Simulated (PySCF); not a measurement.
NMR data sheet: Vinyl ether

```yaml
Formula: C4H6O
SMILES: C=COC=C
Point_group_of_the_computed_structure: C1
Degrees_of_unsaturation: 2
Carbon_signals: 2
Proton_signals: 3
```

Atoms are numbered as in `[CH2:1]=[CH:2][O:3][CH:4]=[CH2:5]`. Each H is labelled by its parent atom. Ha(C1), Ha(C5) are cis to O3; Hb(C1), Hb(C5) are trans to O3.

Level of theory: PBE0/pcSseg-1 with gauge-including orbitals, PBE0-D3(BJ)/def2-SVP structure, J: B3LYP/pcJ-1 (without the spin–dipole term), in PySCF (gas phase, non-relativistic Hamiltonian, equivalent nuclei averaged, one computed conformer).

Shifts are taken against calculated references (same method and geometry level): ¹H (31.27 ppm), ¹³C (184.41 ppm) vs TMS; ¹⁷O (334.56 ppm) against H2O.

| carbon | δC, type | δH (multiplicity, J in Hz) | HMBC from (abs. J ≥ 3 Hz) | span of the C tensor (ppm) |
| --- | --- | --- | --- | --- |
| C1/C5 | 95.7, CH2 | Ha(C1) 4.81 (dd, 14.6, 1.0); Hb(C1) 4.28 (dd, 7.3, 1.0) | H(C2)/H(C4) | 175 |
| C2/C4 | 156.5, CH | 6.22 (dd, 14.6, 7.3) | H(C2)/H(C4), Ha(C1)/Ha(C5), Hb(C1)/Hb(C5) | 161 |

Other nuclei:
```tsv
atoms	nucleus	environment	δ (ppm)	σ (ppm)
O3	¹⁷O	ether oxygen	203.4	131.1
```

Selected couplings (Hz, signed; the shortest-range and largest first, 30 at most; isotopes ¹³C, ¹H): ¹J(C2,H(C2)) 181.8, ¹J(C1,Hb(C1)) 174.8, ¹J(C1,Ha(C1)) 169.5, ¹J(C1,C2) 92.8, ²J(Ha(C1),Hb(C1)) -1.0, ³J(Ha(C1),H(C2)) 14.6, ³J(Hb(C1),H(C2)) 7.3, ³J(C1,C4) 5.5.

1. Carbon types of the structure: 2 × CH, 2 × CH2, which accounts for all hydrogens.
2. δC 156.5: alkene carbon bearing oxygen; an sp2 carbon further deshielded by the attached heteroatom.
3. δC 95.7: β carbon of an enol-ether or enamine type C=C; the O or N lone pair pushes π density onto this β carbon and shields it.
4. δH 6.22: hydrogen on an alkene carbon bearing oxygen; olefinic region.
5. δH 4.81, 4.28: hydrogen on a β carbon of an enol-ether or enamine type C=C; lone-pair donation from O or N shields it, upfield of ordinary alkene protons.
6. The protons at 4.81 and 6.22 share a coupling of 14.6 Hz (vicinal, trans across C=C).
7. The protons at 4.28 and 6.22 share a coupling of 7.3 Hz (vicinal, cis across C=C).

Multiplet labels drop couplings under 1 Hz and merge nearly equal ones. Unscaled 3J(H,H) at this level run about 10 % above measured values. Shifts are as computed. Against solution values, carbons near 30 ppm lie about +2 ppm off and those near 130 ppm about +5 ppm. Of 1211 compounds with measured shifts, 218 miss one by over three times the rms of a fit or turn the order of signals round; such compounds aren't used in these exercises. Experimental scales use liquid or dissolved standards, which lie at an offset from isolated H2O (liquid H2O: subtract about 36 ppm).
